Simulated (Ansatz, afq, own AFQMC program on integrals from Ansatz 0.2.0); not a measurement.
**AlBH2, triplet: AFQMC among the cluster methods**

```yaml
atoms:
  - { symbol: B, position_ang: [0.0000, 0.0000, 1.3689] }
  - { symbol: Al, position_ang: [0.0000, 0.0000, -0.6894] }
  - { symbol: H, position_ang: [0.0000, 1.0776, 1.8859] }
  - { symbol: H, position_ang: [0.0000, -1.0776, 1.8859] }
```

Connectivity, by distances: BH2–Al.

Basis aug-cc-pVDZ. Noble-gas cores (and the filled d shells of Ga–Kr and In–Xe) are frozen. Ansatz 0.2.0 and our own AFQMC program on the same integrals; the CISD trial comes from CCSD amplitudes, and released means the phaseless constraint is let go. Free projection: walkers drawn from exp(T), propagated without any constraint. Its projection time is finite, and what remains of the start isn't in its error. ± is one standard error of the sampling.

Determinant: UHF, the one that the program's search chose, which needn't be the lowest solution. The geometry is a PBE0/def2-TZVP stationary point of this or a neighbouring charge and spin state.

No full CI on the walks' own integrals is used here; CCSDT(Q) serves as the reference and is uncertain by about the last step of the cluster series.

Cautions: the released energies have errors that jump between times, so the bars are unsure, so no released level is given (meV from the phaseless value at times in 1/Eh: -0.2 ± 2.3 at 0.24, -10 ± 7 at 0.51, 14 ± 20 at 0.99, -11.8 ± 1.7 at 1.62, -15.6 ± 2.0 at 2.40), though the last usable value meets CCSDT(Q) within the noise.

The T1 diagnostic is 0.0185 and the weight of the determinant in the CISD state is 0.883. The ⟨S²⟩ of the determinant is 2.028 and the size of the correlated space is 8 electrons in 62 orbitals.

Reference: CCSDT(Q), correlation energy -4.522 eV.

```
        level  E − E(reference) (kJ/mol)  share of correlation (%)
           HF                      436.3                      0.00
          MP2                      101.7                     76.68
         CCSD                       20.1                     95.40
      CCSD(T)                        4.5                     98.96
        CCSDT                        0.9                     99.79
  ph-AFQMC/HF                 10.5 ± 1.8                     97.60
ph-AFQMC/CISD                  1.4 ± 0.4                     99.68
   free AFQMC                 -0.2 ± 0.4                    100.05
```

Free projections are given only where their last times agree within the noise and don't stop above the reference; a slow remainder of the start can still hide under it. A walk keeps the symmetry of its determinant, which the program's search chose and which needn't be the lowest solution, so a lower state of the same spin and another symmetry isn't excluded.
